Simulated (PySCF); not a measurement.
## O: ionisation energy

O [He] 2s2 2p4 (3P) → O⁺ [He] 2s2 2p3 (4S), as a difference of total energies. Computed with PySCF 2.14 in def2-TZVPPD, with the non-relativistic Hamiltonian (point nucleus). Correlated levels: valence and next inner shell: nothing frozen. The calculations carry no spin-orbit coupling.

| method | ionisation energy (eV) |
| --- | --- |
| UHF | 12.025 |
| MP2 (valence and next inner shell) | 13.293 |
| SCS-MP2 (valence and next inner shell) | 13.381 |
| CCSD (valence and next inner shell) | 13.330 |
| CCSD(T) (valence and next inner shell) | 13.371 |

Problem. How much does correlation contribute at CCSD(T) (valence and next inner shell)?

Solution. 13.371 − (12.025) = 1.346 eV, measured against UHF.

A first-order spin-orbit estimate (lowest level to lowest level, LS coupling) adds 0.010 eV.

Errors of the correlated levels include the incompleteness of this basis.

For comparison: 13.618 eV (measured; NIST Atomic Spectra Database, ionization energies).
